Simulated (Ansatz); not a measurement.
# CN (doublet): the correlation ladder, cc-pVQZ

One table from this session's results is given with a row withheld; the runs are named, their logs left out.

Computed with Ansatz 0.2.0, Gaussian basis. Level: cc-pVQZ, core rule «outside noble gas», up to 2 orbitals frozen.

To be run: UHF; CCSD(T) on ROHF; CCSD(T) on UHF; BCCD(T) on ROHF; CISD; CCSDT(Q) on ROHF; CCSDT(Q) on UHF; CASSCF and MRCISD+Q, 9 electrons in 8 orbitals; CASSCF and NEVPT2, 9 electrons in 8 orbitals.

9 further runs of the same task are left out: 9 set aside as unsound or not needed.

## What is computed

The geometry is an MP2(full)/6-31G* stationary point (not a proven minimum).

2 atoms, charge 0, spin multiplicity 2.

Atoms are counted from 1 here; the program's logs count them from 0.

Bond lengths: C1–N2 1.135 Å.

As a file:

```xyz
2

C     0.0000    0.0000    0.0000
N     0.0000    0.0000    1.1348
```

Set-up of the first run:

in.yaml reads:

```yaml
crystal:
  periodic: [false, false, false]
  atoms:
    - {symbol: C, position_ang: [0.000000, 0.000000, 0.000000]}
    - {symbol: N, position_ang: [0.000000, 0.000000, 1.134799]}
basis:
  gaussian: {orbitals: cc-pVQZ}
magnetization: {spin_polarized: true, initial_magnetization: 1}
hamiltonian: {xc: hf}
output: {orbitals: {seedname: orbitals}}
```

On the command line:

```console
ansatz run in.yaml --threads 1 --pin off --events-out ev --progress --plain --max-ram 8704MiB --backend cpu
```

Steps of the session up to this table: UHF; CCSD(T) on ROHF; CCSD(T) on UHF; BCCD(T) on ROHF; CISD; CCSDT(Q) on ROHF; CCSDT(Q) on UHF; CASSCF and MRCISD+Q, 9 electrons in 8 orbitals; CASSCF and NEVPT2, 9 electrons in 8 orbitals.

One of the session's tables, all rows but one given; the rest of the session is left out.

```
          method  from RCCSDT(Q) (meV)
            ROHF               +9857.3
             UHF                     ?
            RMP2                +739.7
            UMP2               +1320.7
            CISD               +1287.9
           RCCSD                +601.7
           UCCSD                +606.4
        RCCSD(T)                 +57.0
        UCCSD(T)                 +90.0
         BCCD(T)                 +53.3
          RCCSDT                 +43.4
          UCCSDT                 +42.8
       RCCSDT(Q)                     0
       UCCSDT(Q)                 -15.4
  CASSCF valence               +5956.9
  NEVPT2 valence                +967.8
  MRCISD valence                +368.8
MRCISD+Q valence                 +62.6
```

**Question.** Estimate the row for UHF.

The run gave: from RCCSDT(Q) (meV): +9493.7. In the column «from RCCSDT(Q) (meV)» it lies between CASSCF valence (+5956.9) and ROHF (+9857.3).

Caveats from the session: Warnings: spin contamination; large T1 diagnostic. Restricted and unrestricted rows rest on different reference determinants; where their highest levels disagree by more than a few hundredths of an eV, they describe different states and don't form one ladder.
